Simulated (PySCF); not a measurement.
Can point charges reproduce the dipole moment of `O=NCl` (nitrosyl chloride)?

Coordinates (PBE0-D3(BJ)/def2-SVP, Å) and charges (e) from the PBE0/pcSseg-1 density (PySCF):

```csv
atom,x,y,z,Mulliken,IAO,Hirshfeld,ESP-fitted
O1,-1.140,-0.314,-0.003,-0.0185,-0.0364,+0.0313,+0.0706
N2,-0.343,0.487,-0.015,+0.1652,+0.2336,+0.1632,+0.1198
Cl3,1.490,-0.208,-0.002,-0.1468,-0.1972,-0.1946,-0.1904
```

Q: Compute μ = Σ q r for each scheme (1 e·Å = 4.803 D) and compare with the dipole of the full density.

A: The full density gives (-1.86, 0.29, -0.01) D, 1.88 D in size; dipole vectors point from the negative to the positive end.

| scheme | μx | μy | μz | size (D) | share of the full size (%) | angle to the full dipole (°) |
| --- | --- | --- | --- | --- | --- | --- |
| Mulliken | -1.22 | 0.56 | -0.01 | 1.34 | 71 | 16 |
| IAO | -1.60 | 0.80 | -0.01 | 1.79 | 95 | 18 |
| Hirshfeld | -1.83 | 0.53 | -0.01 | 1.91 | 101 | 7 |
| ESP-fitted | -1.95 | 0.36 | -0.01 | 1.98 | 105 | 2 |

Q: Which set comes closest?

A: Length of the difference vector: ESP-fitted 0.12 D, Hirshfeld 0.25 D, IAO 0.58 D, Mulliken 0.70 D. Closest: ESP-fitted. ESP charges are fitted to the potential around the molecule, whose slowest-falling term is the dipole's. 

Q: What is left for the Hirshfeld atoms' own dipoles?

A: The Hirshfeld atoms' densities add up to the full density, so μ = Σ q r + Σ (atomic dipoles). The atomic dipoles sum to (-1.86, 0.29, -0.01) − (-1.83, 0.53, -0.01) = (-0.03, -0.24, 0.00) D, 0.25 D in size.

Q: Give the size of the full dipole in other units.

A: 1.88 D = 0.740 au = 0.392 e·Å = 6.28 × 10⁻³⁰ C·m.

Geometry: PBE0-D3(BJ)/def2-SVP; no solvent, vibrations or thermal averaging.
